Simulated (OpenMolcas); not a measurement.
# A ladder of methods for AlNH4 (SMILES [NH2][AlH2])

AlNH4: 6 atoms, total charge 0, spin state singlet. SMILES: `[NH2][AlH2]`. Geometry: a GFN2-xTB relaxation, a rough one for these elements and not checked as a minimum.

```xyz
6

N     0.0333   -0.9536    0.0825
Al   -0.0241    0.8126   -0.0759
H     0.5450   -1.6048   -0.5026
H    -0.4499   -1.5022    0.7866
H     0.0937    1.5182   -1.4412
H    -0.1981    1.7298    1.1506
```

Each level gives the energy change with the N1–H3 bond stretched from 1.014 to 2.028 Å (eV). The values are calculated.

```tsv
level	kind	program	value (eV)	less FCI/STO-3G
SVWN5/STO-3G (restricted)	LDA	OpenMolcas	5.60	+0.84
PBE/STO-3G (restricted)	GGA	OpenMolcas	5.32	+0.56
B3LYP/STO-3G (restricted)	global hybrid	OpenMolcas	5.75	+0.99
PBE0/STO-3G (restricted)	global hybrid	OpenMolcas	6.07	+1.31
CASPT2(2,2)/STO-3G	multireference	OpenMolcas	4.78	+0.02
CASSCF(2,2)/STO-3G	multireference	OpenMolcas	4.76	0.00
CISD/STO-3G (restricted)	coupled cluster or CI	OpenMolcas	5.28	+0.52
FCI/STO-3G	exact in the basis	OpenMolcas	4.76	0.00
```

FCI/STO-3G is exact within its basis and frozen core, so for wave-function methods in that basis the difference is their error; functionals converge differently with the basis, so for them it is only a difference. The first shape isn't each level's own minimum. The values span 4.76 to 6.07 eV. All rows use very small basis sets, so even the best lies far from the true value.
